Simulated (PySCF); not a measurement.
# Ways to converge the SCF of AlSi (quartet)

The same problem is solved with other solver options, one edit a run.

Method: each script names its method and basis; program: PySCF 2.14.0.

5 further runs of the same task are left out: 5 that didn't finish.

## Step 1: The starting structure

AlSi (quartet): 2 atoms, charge 0, spin multiplicity 4.

Bond lengths: Al1–Si2 2.656 Å.

## Step 2: The run that the others are compared with

File input.py:

```python
from pyscf import gto, scf

mol = gto.M(
    atom='Al 0 0 0; Si 0 0 2.656',
    basis='def2-svpd',
    charge=0,
    spin=3,
    symmetry=True,
    verbose=4,
)
mf = scf.UHF(mol)
mf.kernel()
mf.analyze()
print('orbital energies (hartree):', [e[max(0, n-3):n+3].round(4) for e, n in zip(mf.mo_energy, mol.nelec)])
```

The run is started by

```sh
$ OMP_NUM_THREADS=1 python input.py
```

Its log is not repeated here.

It gives: E(SCF) = -530.603338 Eh, 14 cycles, ⟨S²⟩ = 3.770, μ = 2.40 D.

The bond length is a typed value, not an optimised one. The quartet is typed in the script; nothing here shows that it is the ground state.

## Step 3: Initial guess hcore

Edit 1 changes initial guess: minao → hcore.

File input.py:

```python
from pyscf import gto, scf

mol = gto.M(
    atom='Al 0 0 0; Si 0 0 2.656',
    basis='def2-svpd',
    charge=0,
    spin=3,
    symmetry=True,
    verbose=4,
)
mf = scf.UHF(mol)
mf.init_guess = 'hcore'
mf.kernel()
mf.analyze()
print('orbital energies (hartree):', [e[max(0, n-3):n+3].round(4) for e, n in zip(mf.mo_energy, mol.nelec)])
```

The run is started by

```sh
$ OMP_NUM_THREADS=1 python input.py
```

## Step 4: DIIS space 20

Edit 2 changes DIIS space: default → 20.

Changes to input.py since step 2:

```diff
@@ -11,2 +11,3 @@
 mf = scf.UHF(mol)
+mf.diis_space = 20
 mf.kernel()
```

## Step 5: Convergence threshold 1e-07 hartree

Edit 3 changes convergence threshold: default → 1e-07 hartree.

Changes to input.py since step 2:

```diff
@@ -11,2 +11,3 @@
 mf = scf.UHF(mol)
+mf.conv_tol = 1e-07
 mf.kernel()
```

## Step 6: Initial guess sap

Edit 4 changes initial guess: minao → sap.

Changes to input.py since step 2:

```diff
@@ -11,2 +11,3 @@
 mf = scf.UHF(mol)
+mf.init_guess = 'sap'
 mf.kernel()
```

## Step 7: Damping 0.2

Edit 5 changes damping: none → 0.2.

Changes to input.py since step 2:

```diff
@@ -11,2 +11,4 @@
 mf = scf.UHF(mol)
+mf.damp = 0.2
+mf.diis_start_cycle = 8
 mf.kernel()
```

## Step 8: Damping 0.5

Edit 6 changes damping: none → 0.5.

Changes to input.py since step 2:

```diff
@@ -11,2 +11,4 @@
 mf = scf.UHF(mol)
+mf.damp = 0.5
+mf.diis_start_cycle = 8
 mf.kernel()
```

Q: Predict the outcome of this session. Wanted: for each run, E(SCF); from base; gap, α spin; SCF dipole.

As calculated:

```tsv
run	E(SCF) (hartree)	from base (eV)	cycles	gap, α spin (eV)	SCF dipole (D)
base	-530.603338	0	14	8.13	2.40
initial guess hcore	-530.603338	0.0000	17	8.13	2.40
DIIS space 20	-530.603338	0.0000	14	8.13	2.40
convergence threshold 1e-07 hartree	-530.603338	0.0000	11	8.13	2.40
initial guess sap	-530.603338	0.0000	16	8.13	2.40
damping 0.2	-530.603338	0.0000	17	8.13	2.40
damping 0.5	-530.603338	0.0000	18	8.13	2.40
```

Distance from each run's final energy (log10 hartree) by cycle:

```tsv
run	cycle 1	cycle 2	cycle 3	cycle 5	cycle 8	cycle 12
base	-1.7	-2.3	-2.8	-3.6	-5.3	-8.6
initial guess hcore	0.6	0.4	-0.2	-2.0	-3.6	-6.0
DIIS space 20	-1.7	-2.3	-2.8	-3.6	-5.3	-8.7
convergence threshold 1e-07 hartree	-1.7	-2.3	-2.8	-3.6	-5.3	done
initial guess sap	-0.7	-1.0	-1.6	-2.3	-4.0	-7.4
damping 0.2	-1.7	-2.2	-2.6	-3.1	-3.7	-5.9
damping 0.5	-1.7	-2.0	-2.3	-2.7	-3.3	-5.5
```

**Reading.** No change of the SCF energy comes from initial guess hcore or DIIS space 20 or convergence threshold 1e-07 hartree or initial guess sap or damping 0.2 or damping 0.5. The base needs 14 cycles and the run with damping 0.5 needs 18.
